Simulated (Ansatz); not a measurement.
Reaction: PH3 (SMILES P) → PH2 (SMILES [PH2], doublet) + H (doublet) (the H-P bond breaks)
Each species at its own B3LYP-D3(BJ)/def2-TZVP minimum (Ansatz, a program for electronic structure).

Wanted: bond dissociation energy (electronic), in kJ/mol. UHF or UKS for unpaired electrons; spin-orbit terms are left out. CBS(X,Y): correlation extrapolated as X^-3, Hartree-Fock from the larger set (Q,5: extrapolated as (X+1)exp(-9√X)). A bracket is a step between two methods taken in the basis named. Functionals run without relativity, which enters their misses. Double hybrids freeze cores in their MP2 part. '+ core + X2C': CCSD(T) terms for core correlation (cc-pwCVTZ, 1s frozen past Ne) and scalar relativity (cc-pVTZ-DK). Where a partner has so few electrons that a lower coupled-cluster level is exact, that level stands in.

CCSD(T)/CBS(cc-pV(Q+d)Z,cc-pV(5+d)Z) + [CCSDT(Q) - CCSD(T)]/cc-pV(Q+d)Z + [CCSDTQ - CCSDT(Q)]/cc-pV(D+d)Z + core + X2C (Ansatz) gives 366.6 kJ/mol.

Q: What does PBE/def2-TZVPD (Ansatz) give here, and how do the other levels compare?

A: PBE gives 354.3 kJ/mol, 12.3 kJ/mol below it. Differences of the others: PBE0/def2-TZVPD (Ansatz) -14.1; B2PLYP/def2-TZVPD (Ansatz) -10.2; CCSD(T)/CBS(cc-pV(Q+d)Z,cc-pV(5+d)Z) + core + X2C (Ansatz) 0.0 kJ/mol. Nearer than PBE: B2PLYP/def2-TZVPD, CCSD(T)/CBS(cc-pV(Q+d)Z,cc-pV(5+d)Z) + core + X2C.
